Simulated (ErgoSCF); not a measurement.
**One shape, several levels: CF3 (SMILES F[C](F)F)**

We compute a comparison of 3 runs (UHF/def2-SVP, UPBE/pcseg-1, UPBE0/def2-SVP) of CF3. 

Program for the calculation: ErgoSCF 3.8.

**1. The molecule**

CF3 has 4 atoms, charge 0, and is taken as a doublet. As SMILES, `F[C](F)F`. Geometry: relaxed at PBE0-D4/def2-TZVP.

Bond lengths: F1–C2 1.313 Å, C2–F3 1.313 Å, C2–F4 1.313 Å. Angles: F1–C2–F3 111.4°, F1–C2–F4 111.4°, F3–C2–F4 111.4°.

**2. The energy at UHF/def2-SVP (run 1)**

Input file geom.xyz:

```xyz
4
CF3
F     -1.227500     0.024900     0.265400
C     -0.039500    -0.059500    -0.286700
F      0.658900    -1.044900     0.227300
F      0.608100     1.079500    -0.205900
```

Input file run.inp:

```
# CF3
set_nthreads(1)
molecule "geom.xyz"
tmpdir = "."
scf.use_diagonalization = 1
scf.output_mulliken_pop = 1
basis = "def2-SVP"
spin_polarization = 1
scf.max_number_of_iterations = 120
run "HF"
```

The basis set def2-SVP is read from a file made from the Basis Set Exchange's data (not shown).

Command:

```console
$ ergo run.inp
```

Log:

```text
[...]
INSC SCF_general constructor, number of basis functions: 56
[...]
INSC Energy   1 =       -161.38942649400
[...]
INDE E_LUMO =          0.10528920367
[...]
INSC Energy  16 =       -335.86141069650  ( diff     -0.000000000000568 )
[...]
RESC CONVERGED after  16 iterations.
RESC FINAL ENERGY:       -335.86141069650
RESC FINAL <S2> =          0.75396248628
[...]
INSC SCF: dipole_moment_x [atomic units] =      -0.03598776
INSC SCF: dipole_moment_y [atomic units] =      -0.05456926
INSC SCF: dipole_moment_z [atomic units] =      -0.26167828
[...]
```

Run time: 15 s. Hardware: 1 thread of Intel Xeon 6975P-C (Granite Rapids), shared host; peak memory 0.26 GiB.

**3. A single-point energy at UPBE/pcseg-1 (run 2)**

Input file input.ego:

```
set_nthreads(1)
molecule_inline
F     -2.31963882     0.04705418     0.50153331
C     -0.07464418    -0.11243870    -0.54178448
F      1.24514054    -1.97457483     0.42953475
F      1.14914246     2.03995935    -0.38909461
EOF
XC.angint = 41
spin_polarization = 1
XC.sparse_mode = 0
XC.radint = 1e-11
scf.use_diagonalization = 1
basis = "pcseg-1"
scf.output_mulliken_pop = 1
tmpdir = "."
scf.max_number_of_iterations = 120
run "PBE"
```

The basis set pcseg-1 is read from a file made from the Basis Set Exchange's data (not shown).

Command:

```console
$ ergo input.ego
```

Log:

```text
[...]
INDF Weighted mixed functional:
[...]
INSC Energy   1 =       -173.23420321967
[...]
INDE E_LUMO =         -0.12720425395
[...]
INSC Energy  27 =       -337.18095270993  ( diff     -0.000000000000966 )
[...]
RESC CONVERGED after  27 iterations.
RESC FINAL ENERGY:       -337.18095270993
RESC FINAL <S2> =          0.75108414971
[...]
INSC SCF: dipole_moment_x [atomic units] =      -0.00604720
INSC SCF: dipole_moment_y [atomic units] =      -0.00949731
INSC SCF: dipole_moment_z [atomic units] =      -0.04441808
[...]
```

Run time: 16 s. Hardware: 1 thread of Intel Xeon 6975P-C (Granite Rapids), shared host; peak memory 0.26 GiB.

**4. The energy at UPBE0/def2-SVP (run 3)**

Input file molecule.xyz:

```xyz
4

F     -1.227500     0.024900     0.265400
C     -0.039500    -0.059500    -0.286700
F      0.658900    -1.044900     0.227300
F      0.608100     1.079500    -0.205900
```

Input file ergo.in:

```
# CF3
set_nthreads(1)
molecule "molecule.xyz"
spin_polarization = 1
XC.radint = 1e-11
scf.max_number_of_iterations = 120
XC.angint = 41
charge = 0
scf.output_mulliken_pop = 1
XC.sparse_mode = 0
tmpdir = "."
scf.use_diagonalization = 1
basis = "def2-SVP"
run "PBE0"
```

The basis set def2-SVP is read from a file made from the Basis Set Exchange's data (not shown).

Command:

```console
$ ergo ergo.in
```

Log:

```text
[...]
INDF Weighted mixed functional:
[...]
INSC Energy   1 =       -169.71267764964
[...]
INDE E_LUMO =         -0.07389464686
[...]
INSC Energy  17 =       -336.98206130214  ( diff     -0.000000000000909 )
[...]
RESC CONVERGED after  17 iterations.
RESC FINAL ENERGY:       -336.98206130214
RESC FINAL <S2> =          0.75160201856
[...]
INSC SCF: dipole_moment_x [atomic units] =      -0.01247218
INSC SCF: dipole_moment_y [atomic units] =      -0.01915696
INSC SCF: dipole_moment_z [atomic units] =      -0.09099325
[...]
```

It took 22 s on 1 thread of Intel Xeon 6975P-C (Granite Rapids), shared host; peak memory 0.26 GiB.

**5. The series**

```
run           level  integration grid  radint  energy (Eh)  dipole moment (D)   ⟨S²⟩  wall time
  1    UHF/def2-SVP                 –       –  -335.861411               0.69  0.754       15 s
  2    UPBE/pcseg-1             Turbo   1e-11  -337.180953               0.12  0.751       16 s
  3  UPBE0/def2-SVP             Turbo   1e-11  -336.982061               0.24  0.752       22 s
```

**6. Results**

| quantity | value |
| --- | --- |
| run 3: total energy | -336.98206 Eh |
| run 3: dipole moment | 0.24 D |
| run 3: ⟨S²⟩ | 0.752 |

In words: The dipole moment (its size) runs from 0.12 D (UPBE/pcseg-1) to 0.69 D (UHF/def2-SVP). The two ends differ in method and basis. Totals of different functionals can't be ranked against each other. All runs together took 53 s, the longest 22 s.
